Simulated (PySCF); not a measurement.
Task: Give a GFN2-xTB geometry of N-methyl propargyl amine (`C(#C)CNC`).

Result: 
```xyz
12
C4H7N angstrom
C      2.117    1.042   -0.492
C      1.396    0.089   -0.413
C      0.446   -0.999   -0.218
N     -0.644   -0.678    0.693
C     -1.520    0.365    0.199
H      2.776    1.851   -0.594
H      0.008   -1.274   -1.184
H      0.976   -1.869    0.184
H     -0.261   -0.405    1.594
H     -2.301    0.544    0.937
H     -1.005    1.314   -0.008
H     -1.987    0.019   -0.724
```

Any rigid rotation of these coordinates is as good. Atoms count from 1 in this order. The C–C distances run from 1.197 Å (C1≡C2, drawn triple) to 1.457 Å (C2–C3, drawn single), a spread of 0.260 Å. Of the pairs four or more bonds apart, C2···H11 is among the closest relative to their van der Waals radii: 2.73 Å, 94 % of the sum of Bondi's values. N4 (secondary amine nitrogen) is pyramidal (angles 113.4°, 109.6° and 109.3°, sum 332.4°, 0.39 Å off the plane of its three neighbours).

Bonds between heavy atoms (Å): C1≡C2 1.197, C2–C3 1.457, C3–N4 1.456, N4–C5 1.449.

Computed geometry: GFN2-xTB, gas phase.

Point group: C1 (no symmetry element, even within 0.4 Å). Whether it is a minimum is left open (no frequencies). One conformer, not necessarily the lowest (C2–C3–N4–C5 65°).
